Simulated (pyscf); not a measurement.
**Four-centre exchange: `[AlH2][AsH2]` + `[SiH4]` → `[SiH3][AsH2]` + `[AlH3]`**

Gas phase, singlet surface, charge 0. Bonds broken: As1–Al2, Si7–H8. Bonds formed: As1–Si7, Al2–H8. Optimised with ωB97X-D3(BJ)/def2-SVP in PySCF.

Transition state (Å):

```xyz
11

As    -1.4260    -0.9597    -0.5058
Al    -2.2191     0.6481     1.1581
H     -1.3148    -2.4429    -0.3008
H     -2.2233    -0.9119    -1.7781
H     -1.5714     0.3348     2.5707
H     -3.6164     1.3617     0.9302
Si     0.4234     0.8516    -0.3892
H     -1.0138     1.5229     0.2443
H      1.0062     0.3059     0.8645
H      1.0977     0.2803    -1.6002
H      0.7920     2.3035    -0.5327
```

One imaginary mode, 445i cm⁻¹; descent along it reached the two sides named, in the forms told below.

```tsv
bond	change	reactant side (Å)	saddle	product side
As1–Al2	breaks	2.430	2.446	2.588
Si7–H8	breaks	1.513	1.708	4.1
As1–Si7	forms	3.6	2.591	2.349
Al2–H8	forms	1.997	1.747	1.601
```

Electronic energies relative to the separated reactants (eV):

| level | barrier | reaction energy | reverse barrier |
|---|---|---|---|
| ωB97X-D3(BJ)/def2-TZVP | 0.62 | +0.35 | 0.27 |
| PBE/def2-TZVP | 0.76 | +0.38 | 0.39 |
| r²SCAN/def2-TZVP | 0.76 | +0.38 | 0.38 |
| B3LYP-D3(BJ)/def2-TZVP | 0.88 | +0.35 | 0.53 |
| PBE0-D3(BJ)/def2-TZVP | 0.69 | +0.36 | 0.32 |
| M06-2X/def2-TZVP | 0.87 | +0.42 | 0.45 |
| ωB97M-D3(BJ)/def2-TZVP | 0.91 | +0.35 | 0.56 |
| HF/def2-TZVP | 1.51 | +0.38 | 1.13 |

With ωB97M-D3(BJ)/def2-TZVP energies and thermal terms (ideal gas, 1 atm, RRHO with modes under 100 cm⁻¹ raised to 100, one conformer, R ln 2 for chiral ones without a mode under 150 cm⁻¹), in eV:

| T (K) | ΔH‡ | ΔG‡ | ΔH | ΔG |
|---|---|---|---|---|
| 298 | 0.94 | 1.41 | +0.33 | +0.32 |
| 600 | 0.95 | 1.87 | +0.33 | +0.32 |
| 900 | 0.98 | 2.33 | +0.33 | +0.31 |
| 1200 | 1.00 | 2.77 | +0.34 | +0.31 |

On the reactant side the descent ends in a bound adduct (not fully relaxed), 0.35 eV under the separated species and 0.98 eV under the saddle at ωB97X-D3(BJ)/def2-TZVP. On the product side the descent ends in an adduct with a Al–As contact, 0.83 eV under the separated species and 1.11 eV under the saddle at ωB97X-D3(BJ)/def2-TZVP. What is counted as broken (Al–As) persists as a longer contact in the product adduct; parting that adduct is a step of its own. One saddle was located; it need not be the lowest between these sides. Elements up to Kr have no core potential and no relativistic terms here.
